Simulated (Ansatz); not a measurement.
System: CH₄ (charge +1, doublet). 
Coordinates optimised at B3LYP-D3(BJ)/def2-TZVP (Ansatz, a program for electronic structure):
```
C
H 1 1.1207
H 1 1.1207 2 140.95
H 1 1.1207 2 96.41 3 108.48
H 1 1.1207 2 96.41 4 143.04
```
Charge +1, spin multiplicity 2.

Basis-set convergence of Hartree-Fock and CCSD(T) correlation energies (hartree) with Ansatz. Correlated levels leave the core frozen unless marked. UHF or UKS for open shells. Spin-orbit coupling is left out. No relativistic terms.

| basis | functions | E(HF) | E(corr, CCSD(T)) |
|---|---|---|---|
| def2-SVP | 34 | -39.72890 | -0.16165 |
| def2-TZVPP | 87 | -39.77500 | -0.19079 |
| def2-QZVPP | 177 | -39.77724 | -0.19976 |

Extrapolating the two largest sets (X = 3 and 4) as X^-3: E(corr) = (64·(-0.19976) - 27·(-0.19079))/37 = -0.2063 Eh, an estimate of the basis-set limit. The largest set recovers 96.8 % of it, the smallest 78.4 %.
